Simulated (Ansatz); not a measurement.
in.yaml

```yaml
crystal:
  periodic: [false, false, false]
  atoms:
    - {symbol: Ga, position_ang: [0.000000, 0.000000, 1.613200]}
    - {symbol: C, position_ang: [0.000000, 0.000000, -0.226200]}
    - {symbol: O, position_ang: [0.000000, 0.000000, -1.387000]}
basis:
  gaussian: {orbitals: cc-pVDZ}
magnetization: {spin_polarized: false, initial_magnetization: 3}
correlation: {method: fic_mrcisd_q, electrons: outside_noble_gas, active_space: {window: {electrons: 9, orbitals: 2}}}
scf: {lower_state_search: off}
```

```sh
$ ansatz run in.yaml --threads 1 --pin off --events-out ev --progress --plain --max-ram 2393MiB
```

Question: What does the program do with this input?

Answer: Stopped by an error. The input was made wrong on purpose (impossible active window), so the run isn't a sound calculation of what was asked.
```
these checks for a lower state are left out or cut short: stability, starts, cluster_reference, orbital_swaps, neighbouring_geometries, increment
586 factors; integrals over basis functions are off by at most 1.3e-3 eV
mean field evaluation 1: about -55395.2891 eV, gradient 2.6e1 eV
mean field evaluation 2: about -55395.3631 eV, gradient 2.6e1 eV
mean field evaluation 4: about -55398.4088 eV, gradient 3.5e0 eV
mean field evaluation 8: about -55398.6714 eV, gradient 1.3e0 eV
mean field evaluation 16: about -55398.6885 eV, gradient 1.3e-5 eV
mean field -55398.68847868 eV, -2035.8642510117 hartree, gradient 1.9e-6 eV, S^2 3.750000; 0 other end points of the search recorded, 0 dependent functions left out
reference -55398.68847868 eV, -2035.8642510117 hartree; 24, 21 occupied and 31, 34 virtual orbitals, 586 factors
Error: 9 electrons in 2 orbitals form no window around the highest filled level of the reference
```
